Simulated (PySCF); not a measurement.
An unknown is described by computed data only.

Elements present: C, F and H. Monoisotopic mass: 88.0688 u.

- NMR, other nuclei: isotropic shieldings of nuclei other than C and H, by class: 386 (1 F) ppm [GIAO PBE0/pcSseg-1]
- 13C NMR: chemical shifts (computed TMS as zero) by class: 138.8 (1 C), 131.7 (1 C), 92.5 (1 C), 25.2 (1 C), 22.0 (1 C) ppm [GIAO PBE0/pcSseg-1]
- UV, first state: lowest singlet excitation: 7.07 eV (175 nm, f = 0.031) [TDDFT CAM-B3LYP/def2-SVPD]
- Dipole: 1.80 D [CAM-B3LYP/def2-SVPD]
- Triplet: lowest triplet excitation (Tamm–Dancoff): 4.47 eV [TDA CAM-B3LYP/def2-SVPD]
- Couplings: largest of the computed one-bond spin–spin couplings (means over like bonds): 19F–13C -227.0, 13C–1H +160.8, 13C–1H +157.9, 13C–1H +154.9, 13C–1H +134.1 (×3), 13C–1H +132.2 (×3), 13C–13C +82.5, 13C–13C +48.9 Hz [B3LYP/pcJ-1, spin–dipole term left out for some pairs]
- Polarisability: 63.7 au [CAM-B3LYP/def2-SVPD]
- Rotational structure: rotational constants A, B, C: 7.316, 1.901, 1.650 GHz [GFN2-xTB]
- 1H NMR: chemical shifts (computed TMS as zero) by class: 6.20 (1 H), 5.63 (1 H), 5.30 (1 H), 1.92 (3 H), 1.34 (3 H) ppm [GIAO PBE0/pcSseg-1]

Gas-phase values; electronic properties from PySCF, density fitting. Levels stand in brackets. Isolated species at its GFN2-xTB geometry (one conformer only). NMR values are class means; diastereotopic atoms form classes of their own.

Task: Which formula fits the mass and the elements?

Result: C5H9F (calculated 88.0688). No other formula that holds each of these elements comes within 0.0003 u with a fitting electron parity and a possible valence count.

Task: Give a SMILES that accounts for the data.

Result: Numbering: `[CH3:1]/[CH:2]=[CH:3]/[C@@H:4]([CH3:5])[F:6]`. Its formula, C5H9F, gives 1 degree of unsaturation: 0 rings and 1 π bond in the structure found. 5 carbons fall into 5 classes; from least to most shielded: alkene CH carbon [C3] (138.8 ppm), alkene CH carbon [C2] (131.7 ppm), sp3 C–F carbon [C4] (92.5 ppm), methyl carbon [C5] (25.2 ppm), allylic carbon [C1] (22.0 ppm). Hydrogen classes from least to most shielded: 1 H on an alkene CH carbon, C2 (6.20 ppm), 1 H on an alkene CH carbon, C3 (5.63 ppm), 1 H on an sp3 C–F carbon, C4 (5.30 ppm), 3 H on an allylic carbon, C1 (1.92 ppm), 3 H on a methyl carbon, C5 (1.34 ppm, a mean of values up to 0.6 ppm apart in this geometry). The other shieldings belong to: 386 ppm, alkyl fluorine [F6]. The couplings run between: -227.0 Hz, alkyl fluorine [F6] and sp3 C–F carbon [C4]; +160.8 Hz, alkene CH carbon [C2] and its hydrogen; +157.9 Hz, alkene CH carbon [C3] and its hydrogen; +154.9 Hz, sp3 C–F carbon [C4] and its hydrogen; +134.1 Hz, methyl carbon [C5] and its hydrogen (with 2 like pairs); +132.2 Hz, allylic carbon [C1] and its hydrogen (with 2 like pairs); +82.5 Hz, alkene CH carbon [C2] and alkene CH carbon [C3]; +48.9 Hz, alkene CH carbon [C3] and sp3 C–F carbon [C4]. The optimised geometry has point group C1 and is an asymmetric top. Structure: `C/C=C/[C@@H](C)F`. Computed isomers that give other values at the same levels: `FC1CCCC1` (13C chemical shifts (computed TMS as zero) by class: 98.3 (1 C), 38.6 (2 C), 29.3 (2 C) ppm); `C=CC[C@H](C)F` (13C chemical shifts (computed TMS as zero) by class: 142.9 (1 C), 125.0 (1 C), 91.5 (1 C), 46.0 (1 C), 21.5 (1 C) ppm); `CC(C)=CCF` (13C chemical shifts (computed TMS as zero) by class: 138.5 (1 C), 132.5 (1 C), 85.5 (1 C), 29.3 (1 C), 19.2 (1 C) ppm). The assignments are read from this structure; whether some other isomer fits the data as well wasn't checked. The mirror image fits equally.

The values belong to the conformer `[CH3:1]/[CH:2]=[CH:3]/[C@@H:4]([CH3:5])[F:6]`: C2–C3–C4–C5 -112°.
